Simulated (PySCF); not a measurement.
Compound: C₂H₃N.
Structure used (PBE0-D3(BJ)/def2-SVP), in Å, numbered top down from 1:
```xyz
6
C2H3N angstrom
C      2.1038    0.2082    0.0067
N      0.9383    0.0838   -0.0034
C     -0.4605   -0.0664   -0.0156
H     -0.7556   -0.8281   -0.7525
H     -0.8192   -0.3790    0.9762
H     -0.9437    0.8855   -0.2807
```

Level: CAM-B3LYP/def2-SVPD in PySCF, non-relativistic, on one gas-phase PBE0-D3(BJ)/def2-SVP geometry that isn't relaxed in the solvent. The solvent is an IEF-PCM continuum (Bondi radii, 1.10 Å for H, scaled by 1.2). The model holds no explicit solvent molecules, cavitation or dispersion.

Gas phase at CAM-B3LYP/def2-SVPD: HOMO -10.20 eV, LUMO 1.07 eV, dipole 3.85 D.

Q: What does the continuum do to the energy, the frontier levels and the dipole at CAM-B3LYP/def2-SVPD in acetone and acetonitrile?

A: 
```csv
solvent,ε,E(solvent) − E(gas) (kcal/mol),polarisation term (kcal/mol),distortion of the solute (kcal/mol),HOMO (eV),LUMO (eV),dipole (D)
acetone,20.49,-5.22,-6.42,1.20,-10.60,1.57,4.83
acetonitrile,35.69,-5.40,-6.67,1.27,-10.61,1.59,4.86
```

The first energy column is the sum of the next two and covers electrostatics alone. From acetone to acetonitrile the lowering changes by a factor 1.03, Onsager's factor (ε − 1)/(2ε + 1) by 1.03 and ε itself by 1.7.

Q: Which radius a makes the point-dipole formula ΔE = −[(ε − 1)/(2ε + 1)]·μ²/a³ give the value in acetonitrile, with the gas-phase dipole?

A: μ = 1.514 au and |ΔE| = 0.00860 Eh give a = 2.67 Å; the farthest nucleus lies 2.11 Å from the centroid of the nuclei. The formula assumes a rigid point dipole at the centre of a sphere.

Q: How does the static polarisability (CAM-B3LYP/def2-SVPD, frozen core, with the continuum's full static response) change?

A: 
```json
{"medium": "gas", "isotropic (au)": "30.1", "principal values (au)": "24.8, 24.8, 40.8", "⟨r²⟩ of the electrons (bohr²)": "153.3"}
{"medium": "acetone", "isotropic (au)": "38.0", "principal values (au)": "31.1, 31.1, 51.9", "⟨r²⟩ of the electrons (bohr²)": "153.6"}
{"medium": "acetonitrile", "isotropic (au)": "38.3", "principal values (au)": "31.4, 31.4, 52.3", "⟨r²⟩ of the electrons (bohr²)": "153.6"}
```

The isotropic value in acetonitrile is 1.27 times the gas-phase one; no cavity-field correction is applied. ⟨r²⟩ is taken about the centre of nuclear charge.
